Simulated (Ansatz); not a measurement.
# BeMgH₂ (triplet): the correlation ladder, 6-31G

Aim: climb from Hartree-Fock through coupled cluster and multireference methods for BeMgH₂ (triplet) at one geometry and basis, and see what each rung misses.

The runs use Ansatz 0.2.0, Gaussian basis; 6-31G, core rule «outside noble gas», up to 6 orbitals frozen.

Plan: UHF; CCSD(T) on ROHF; CCSD(T) on UHF; BCCD(T) on ROHF; CISD as a restricted active space (open shells left free, so some higher excitations enter); CCSDT(Q) on ROHF; CCSDT(Q) on UHF; CISDTQ; CCSDTQ on ROHF; CCSDTQ on UHF; CASSCF and MRCISD+Q, 6 electrons in 10 orbitals; CASSCF and NEVPT2, 6 electrons in 10 orbitals; Full CI; Full CI, several states.

23 further runs of the same task are left out: 3 for a known fault of the program, 9 that didn't finish, 11 set aside as unsound or not needed. Runs told in other sessions of the task aren't counted.

### 1 The system

The geometry is a PBE0/def2-TZVP stationary point (not a proven minimum).

4 atoms, charge 0, spin multiplicity 3.

Atoms are counted from 1 here; the program's logs count them from 0.

Bond lengths: Be1–H3 1.420 Å, Mg2–H3 2.008 Å, Mg2–H4 1.710 Å. Angles: H3–Mg2–H4 132.1°, Be1–H3–Mg2 95.7°.

### 2 UHF

Contents of in.yaml:

```yaml
crystal:
  periodic: [false, false, false]
  atoms:
    - {symbol: Be, position_ang: [0.000000, -0.064014, 1.914191]}
    - {symbol: Mg, position_ang: [0.000000, -0.036767, -0.656886]}
    - {symbol: H, position_ang: [0.000000, 1.049072, 1.031751]}
    - {symbol: H, position_ang: [0.000000, 0.409865, -2.307047]}
basis:
  gaussian: {orbitals: 6-31G}
magnetization: {spin_polarized: true, initial_magnetization: 2}
hamiltonian: {xc: hf}
output: {orbitals: {seedname: orbitals}}
```

On the command line:

```sh
ansatz run in.yaml --threads 1 --pin off --events-out ev --progress --plain --max-ram 2393MiB
```

The runs that follow: CCSD(T) on ROHF; CCSD(T) on UHF; BCCD(T) on ROHF; CISD as a restricted active space (open shells left free, so some higher excitations enter); CCSDT(Q) on ROHF; CCSDT(Q) on UHF; CISDTQ; CCSDTQ on ROHF; CCSDTQ on UHF; CASSCF and MRCISD+Q, 6 electrons in 10 orbitals; CASSCF and NEVPT2, 6 electrons in 10 orbitals; Full CI; Full CI, several states.

Before running them: what should the planned runs give, taken together? Wanted: FCI from the RHF energy; RMP2 from FCI; UMP2 from FCI; RCCSD from FCI; RCCSD(T) from FCI; UCCSD(T) from FCI; RCCSDT(Q) from FCI; UCCSDT(Q) from FCI; NEVPT2 valence from FCI.

The runs gave:

| quantity | value |
| --- | --- |
| FCI from the ROHF energy | -1.4379 eV |
| RMP2 from FCI | +11.32 kcal/mol |
| UMP2 from FCI | +11.23 kcal/mol |
| RCCSD from FCI | +0.88 kcal/mol |
| RCCSD(T) from FCI | +0.34 kcal/mol |
| UCCSD(T) from FCI | +0.33 kcal/mol |
| RCCSDT(Q) from FCI | +0.01 kcal/mol |
| UCCSDT(Q) from FCI | 0.00 kcal/mol |
| NEVPT2 valence from FCI | +2.13 kcal/mol |
| MRCISD+Q valence from FCI | +0.17 kcal/mol |
| levels within 1 kcal/mol (43 meV) | RCCSD, UCCSD, RCCSD(T), UCCSD(T), BCCD(T), RCCSDT, UCCSDT, CISDTQ, RCCSDT(Q), UCCSDT(Q), RCCSDTQ, UCCSDTQ, MRCISD valence, MRCISD+Q valence |
| T1 diagnostic | 0.022 |
| effectively unpaired electrons | 2.02 |

In words: RCCSD(T) lands +0.34 kcal/mol from the yardstick (1.0 % of the correlation energy). One determinant dominates. Of the multireference levels listed MRCISD+Q valence comes nearest in total energy (+0.17 kcal/mol), which doesn't show that its space is the better one. The next state among those solved, a triplet, lies 0.90 eV up. These misses are within one basis, not against nature; the frozen cores of restricted and unrestricted runs differ, which can shift their rows.

Levels on UHF freeze UHF's core orbitals, full CI those of ROHF, so the U rows can settle a little off it for that reason alone.

With open shells the CI space here admits some higher excitations, so it is larger than plain CISD.
